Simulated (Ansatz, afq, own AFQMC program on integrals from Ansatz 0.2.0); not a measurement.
# HO, doublet in cc-pVDZ, levels against full CI

```xyz
2

O     0.0000    0.0000    0.0000
H     0.0000    0.0000    0.9731
```

Basis cc-pVDZ. Noble-gas cores (and the filled d shells of Ga–Kr and In–Xe) are frozen. AFQMC by an in-house program on the Cholesky factors that Ansatz 0.2.0 writes for its CCSD(T) run. The CISD trial takes its coefficients from CCSD amplitudes. Released means that phaseless walkers are propagated on without the constraint, phases kept. ± is one standard error of the sampling.

Determinant: ROHF, the one that the program's search chose, which needn't be the lowest solution. The geometry is a PBE0/def2-TZVP stationary point of this or a neighbouring charge and spin state.

Full CI is exact in this basis; its frozen core comes from its own orbitals, which moves totals by up to a few meV.

Cautions: full CI with its own frozen core.

```
T1 diagnostic                               : 0.0109
weight of the determinant in the CISD state : 0.956
size of the correlated space                : 7 electrons in 18 orbitals
```

Reference: full CI, correlation energy -4.621 eV. The released energy is read at 1.50 1/Eh (meV from the phaseless value at times in 1/Eh: 0 ± 3 at 0.24, -4 ± 3 at 0.50, 1 ± 3 at 1.00, -2 ± 3 at 1.50). CCSDTQ lies 0.0 meV above full CI, in part by the other frozen core, which shifts every row alike, so rows that close can't be ranked against it.

| level | E − E(reference) (kJ/mol) | share of correlation (%) |
| --- | --- | --- |
| HF | 445.9 | 0.00 |
| MP2 | 44.2 | 90.10 |
| CCSD | 5.8 | 98.69 |
| CCSD(T) | 1.2 | 99.73 |
| CCSDT | 0.7 | 99.85 |
| CCSDT(Q) | 0.0 | 99.99 |
| CCSDTQ | 0.0 | 100.00 |
| ph-AFQMC/HF | 6.2 ± 2.8 | 98.61 |
| ph-AFQMC/CISD | 0.3 ± 0.3 | 99.94 |
| released AFQMC | 0.0 ± 0.3 | 99.99 |

CCSDT and higher add their correlation energy to the determinant of the CCSD(T) run, since their own runs factorise the integrals more tightly (a shift of under 2 meV). A walk keeps the symmetry of its determinant, which the program's search chose and which needn't be the lowest solution, so a lower state of the same spin and another symmetry isn't excluded. Released energies are given only where the last usable release times agree within the noise; a slower fall can still hide under it.
